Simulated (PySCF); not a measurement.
# Cost of excited-state runs on SMILES C(=C\C=O)(/[O-])F, [C3H2FO2]-, charge -1

Bonds (- single, = double, # triple, : aromatic): O1=C2 1.238 Å, C2-C3 1.407 Å, C3=C4 1.401 Å, C4-O5 1.208 Å, C4-F6 1.404 Å. C2 carries H7; C3 carries H8. Formal charges: O5 -1. Stereochemistry as in O=C/C=C(/[O-])F.

Total charge -1.

PySCF with density fitting, on 1 thread of an Intel Xeon Platinum 8175M, shared host. Command: `OMP_NUM_THREADS=1 python excited_run.py task.json out`

Problem. How long does each of these runs take, and how much memory?
- first hyperpolarisability, CAM-B3LYP/aug-cc-pVTZ; usual settings
- excited states, wB97X-D/def2-TZVPD; Tamm-Dancoff; spin-orbit couplings; 6 states; 5 triplets; quadratic response for 4 states
- excited states, CAM-B3LYP/aug-cc-pVTZ; two-photon moments; 8 states; quadratic response for 6 states; 0 triplets

Solution. 
```csv
run,level,basis functions,wall time,peak memory (GiB)
first hyperpolarisability,CAM-B3LYP/aug-cc-pVTZ,322,58 s,1
excited states,wB97X-D/def2-TZVPD,249,51 s,0.81
excited states,CAM-B3LYP/aug-cc-pVTZ,322,79 s,1
```
Times from a shared host are rough.
